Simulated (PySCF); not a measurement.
# CH5FSi: the cost of one run

Program: PySCF 2.14.0. Level of theory: levels as typed in each script, gas phase, geometry from GFN2-xTB. These are calculated values, not measurements.

**1. The starting structure**

SMILES `C[SiH2]F`, 8 atoms, charge 0, spin multiplicity 1.

Bond lengths: C1–Si2 1.890 Å, C1–H4 1.086 Å, C1–H5 1.088 Å, C1–H6 1.087 Å, Si2–F3 1.613 Å, Si2–H7 1.456 Å, Si2–H8 1.456 Å. Angles: Si2–C1–H4 111.5°, Si2–C1–H5 111.2°, Si2–C1–H6 111.2°, H4–C1–H5 107.6°, H4–C1–H6 107.6°, H5–C1–H6 107.5°, C1–Si2–F3 107.4°, C1–Si2–H7 112.8°, C1–Si2–H8 112.8°, F3–Si2–H7 104.5°, F3–Si2–H8 104.4°, H7–Si2–H8 113.9°.

Geometry (Å):

```tsv
atom	x (Å)	y (Å)	z (Å)
C1	-1.52445	0.33931	-0.00009
Si2	0.16808	-0.50215	-0.00001
F3	1.28592	0.66094	-0.00019
H4	-2.33028	-0.38845	0.00084
H5	-1.65002	0.97096	0.87645
H6	-1.65083	0.96938	-0.87669
H7	0.42516	-1.25417	-1.21977
H8	0.42630	-1.25197	1.22161
```

**2. Localised orbitals (PBE/def2-tzvp)**

input.py reads:

```python
import numpy as np
from pyscf import gto, scf, dft, lo
from pyscf.data.elements import chemcore

def solve(mol, dm0=None, hcore=None):
    mf = (dft.UKS if mol.spin else dft.RKS)(mol, xc='pbe')
    mf.grids.level = 3
    mf = mf.density_fit(auxbasis='def2-universal-jkfit')
    mf.conv_tol, mf.max_cycle = 1e-8, 80
    if hcore is not None:
        mf.get_hcore = lambda *args: hcore
    mf.kernel(dm0)
    if not mf.converged:
        mf = mf.newton().run(mf.mo_coeff, mf.mo_occ, max_cycle=30)
    assert mf.converged, 'SCF not converged'
    return mf

mol = gto.M(atom='''
C     -1.52445     0.33931    -0.00009
Si     0.16808    -0.50215    -0.00001
F      1.28592     0.66094    -0.00019
H     -2.33028    -0.38845     0.00084
H     -1.65002     0.97096     0.87645
H     -1.65083     0.96938    -0.87669
H      0.42516    -1.25417    -1.21977
H      0.42630    -1.25197     1.22161
''', basis='def2-tzvp', charge=0, spin=0, verbose=4)
mf = solve(mol)
occ_all = mf.mo_coeff[:, mf.mo_occ > 0]
occ = occ_all[:, chemcore(mol):]
pm = lo.PM(mol, occ, pop_method='meta_lowdin')
loc = pm.kernel()
for _ in range(5):
    new, stable = pm.stability_jacobi(return_status=True)
    if stable:
        break
    loc = pm.kernel(new)
fock, s = mf.get_fock(), mf.get_ovlp()
ortho = lo.orth_ao(mol, 'meta_lowdin')
labels = mol.ao_labels(fmt=None)
vir = loc[:, :0]
both = np.hstack([loc, vir])
p = (ortho.T @ s @ both) ** 2
pop = np.array([p[[l[0] == a for l in labels]].sum(0) for a in range(mol.natm)])
spd = np.array([[p[[l[0] == a and l[2][-1] == k for l in labels]].sum(0) for k in 'spd'] for a in range(mol.natm)])
eps = np.einsum('pi,pq,qi->i', both, fock, both)
for i in np.argsort(eps):
    top = np.argsort(-pop[:, i])[:3]
    print('%3d %s %9.4f Eh ' % (i + 1, 'occ' if i < loc.shape[1] else 'vir', eps[i]), '  '.join('%s%d %.3f' % (mol.atom_symbol(a), a + 1, pop[a, i]) for a in top))
np.savez('result.npz', c=both, nocc=loc.shape[1], pop=pop, spd=spd, eps=eps, e=mf.e_tot)
```

The run is started by

```console
> OMP_NUM_THREADS=1 python input.py
```

Q: Estimate wall time and peak memory on 1 thread of Arm Neoverse V1, shared host.

About 14 s, with a peak of 0.47 GiB.
